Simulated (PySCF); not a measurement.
## Telling isomers of C₄H₈ apart by NMR

Fast rotation and ring inversion assumed for equivalent nuclei, a single conformation, non-relativistic Hamiltonian, no solvent model. J couplings at B3LYP/pcJ-1 (spin–dipole term left out of most H,H and C,H couplings); GIAO PBE0/pcSseg-1 shieldings; geometry: GFN2-xTB; PySCF 2.14.0 with density-fitted response routines.

δ = σ(ref) − σ, references computed at the same level: ¹H (σ = 31.72 ppm), ¹³C (σ = 186.93 ppm) vs TMS. Multiplet labels drop J under 1 Hz and among equivalent protons, and merge close values. Unscaled 3J(H,H) run several per cent high. Shifts are as computed. Against solution values, carbons near 30 ppm lie about +3 ppm off and those near 130 ppm about +5 ppm. Of 1211 compounds with measured shifts, 218 miss one by over three times the rms of a fit or turn the order of signals round; such compounds aren't used in these exercises.

(1) Tabulate the signals of `CC1CC1`, `C/C=C/C`, `C=C(C)C` and their relative energies.

(2) What is the quickest way to tell CC1CC1 from C/C=C/C?

(3) What is the quickest way to tell C/C=C/C from C=C(C)C?

(4) What is the quickest way to tell CC1CC1 from C=C(C)C?

Answers

(1) 
```tsv
SMILES	carbon types	δC	δH	E rel. (kcal/mol)
CC1CC1	1×CH 2×CH2 1×CH3	21.8, 8.2, 7.2	1.09 (d, 3H), 0.67 (tqt, 1H), 0.43 (m, 2H), -0.07 (m, 2H)	5.4
C/C=C/C	2×CH 2×CH3	133.8, 22.1	5.77 (m, 2H), 1.79 (m, 6H)	0.4
C=C(C)C	1×C 1×CH2 2×CH3	150.6, 117.1, 27.1	5.04 (sept, 2H), 1.81 (t, 6H)	0.0
```

Energies are electronic energies at PBE0/pcSseg-1 on these geometries, without zero-point or thermal terms, each for the one conformer computed, which needn't be the lowest.

(2) Count the carbon signals: 3 against 2. The first has a three-membered-ring carbon (CH) at 8.2 ppm, the second an alkene CH at 133.8 ppm. Their most deshielded carbons lie at 21.8 and 133.8 ppm. In the proton spectra the most deshielded non-exchanging signals are 1.09 (d, J = 6.3 Hz, 3H) and 5.77 (m, 2H).

(3) Count the carbon signals: 2 against 3. The first has an alkene CH at 133.8 ppm, the second a fully substituted alkene carbon (C) at 150.6 ppm. In the proton spectra the most deshielded non-exchanging signals are 5.77 (m, 2H) and 5.04 (sept, J = 1.6 Hz, 2H).

(4) Both give the same number of carbon signals, but DEPT or the intensities differ. The first has a three-membered-ring carbon (CH) at 8.2 ppm, the second a fully substituted alkene carbon (C) at 150.6 ppm. Their most deshielded carbons lie at 21.8 and 150.6 ppm. In the proton spectra the most deshielded non-exchanging signals are 1.09 (d, J = 6.3 Hz, 3H) and 5.04 (sept, J = 1.6 Hz, 2H).
